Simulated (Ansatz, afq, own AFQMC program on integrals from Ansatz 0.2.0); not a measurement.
Integrals from Ansatz 0.2.0, then the random walk in our own AFQMC program (afq).

```yaml
crystal:
  periodic: [false, false, false]
  atoms:
    - {symbol: Ge, position_ang: [-0.279676, -0.002127, 0.000875]}
    - {symbol: N, position_ang: [1.614684, 0.012278, -0.005052]}
    - {symbol: H, position_ang: [-0.771963, 1.453501, 0.003931]}
    - {symbol: H, position_ang: [-0.751362, -0.736741, 1.265415]}
    - {symbol: H, position_ang: [-0.759290, -0.734117, -1.262204]}
basis:
  gaussian: {orbitals: cc-pVDZ}
magnetization: {spin_polarized: true, initial_magnetization: 2}
correlation: {method: ccsd_t, electrons: outside_noble_gas, hamiltonian_folder: ham}
```

```sh
$ ansatz run in.yaml --threads 1 --pin off --events-out ev --progress --plain --max-ram 16896MiB --backend cuda --devices 0, --max-vram 18GiB
```

Options of the walk:

```
--method free --trial cisd --walkers 4000 --time-step 0.03 --max-blocks 4000 --target-error 0.00042 --factor-cut 1e-05 --seed 5119 --times 0,0.21,0.42,0.81,1.2,1.8,2.4,3 --taylor-order 8
```

Times are imaginary, in 1/Eh. The walk had a cap of 65 s. Filled inner d shells are frozen with the cores.

afq prints:

```
orbitals 41  electrons 7 5  factors 330 of 591
reference energy -2131.45853306 Eh
CCSD correlation -0.23657601 Eh in 12 cycles, weight of the determinant in the CISD state 0.8912
repeat  energy at the last time / Eh  error
    10  -2131.701156  0.000125
    20  -2131.701202  0.000098
time / (1/Eh)  energy / Eh  error  mean overlap
  0.00  -2131.695130  0.000034  1.1221
  0.21  -2131.697890  0.000036  1.1198
  0.42  -2131.699220  0.000045  1.1196
  0.81  -2131.700271  0.000055  1.1216
  1.20  -2131.700708  0.000055  1.1225
  1.80  -2131.701009  0.000061  1.1232
  2.40  -2131.701262  0.000073  1.1241
  3.00  -2131.701204  0.000094  1.1262
energy -2131.701204 +/- 0.000094 Eh
```

The run passed its tests (error under three times the target), which doesn't prove that it has relaxed, ending at its cap on processor time.

Against this walk (error 2.5 meV) on the same determinant: CCSD(T) 33.9 meV higher, CCSDT(Q) 2.7 meV lower (within the noise). The error is statistical, and a free projection of finite length keeps a remainder of its start.

Cautions: remainder of the start not in the error; no relativity below Rb; no spin-orbit coupling; inner d shell frozen.

The walk took 65 s on 1 × NVIDIA H100 80GB HBM3 with 2 threads of AMD EPYC 7R13 Processor (Zen 3), with other jobs on the host (the card was shared). The log's last line is the free-projection energy.

CCSDT and higher add their correlation energy to the determinant of the CCSD(T) run, since their own runs factorise the integrals more tightly (a shift of under 2 meV). A walk keeps the symmetry of its determinant, which the program's search chose and which needn't be the lowest solution, so a lower state of the same spin and another symmetry isn't excluded.
